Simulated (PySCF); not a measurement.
# BClH5N: the cost of one run

Computed with PySCF 2.14.0, with density-fitted response routines of our own, on a single molecule in the gas phase. Atoms count from 0, in the outputs and in this text.

## 1. Starting geometry

8 atoms, charge 0, multiplicity 1; geometry from: GFN2-xTB. The atoms were then displaced at random by about 0.01 Å, so the start is not that level's minimum.

Bonds of the start (Å): N0–B1 1.66, B1–Cl2 1.85, N0–H3 1.02, N0–H4 0.99, N0–H5 1.04, B1–H6 1.18, B1–H7 1.18.

## 2. Geometry optimisation at PBE0-D3(BJ)/def2-SVP

The job: settings as JSON, then the geometry in Å.

```
{"job": {"xc": "PBE0", "basis": "def2-SVP", "d3": "d3bj", "grid": 1, "shake": 0.01, "kind": "geom"}, "charge": 0, "multiplicity": 1}
N      0.838760     0.148660     0.062260
B     -0.723970    -0.354380    -0.153190
Cl    -1.692400     1.062930     0.532590
H      0.977180     0.359750     1.047230
H      1.498940    -0.508460    -0.281490
H      0.908220     1.058050    -0.447520
H     -0.855660    -1.325550     0.505510
H     -0.895940    -0.460140    -1.317860
```

Started as:

```sh
$ OMP_NUM_THREADS=1 python probes_run.py task.json out
```

One launch serves the whole session: the jobs run in the order shown.

**Question.** How long does this first job take on 1 thread of Arm Neoverse V2, shared host, and how much memory does it need?

About 12 s, with a peak of 0.31 GiB.
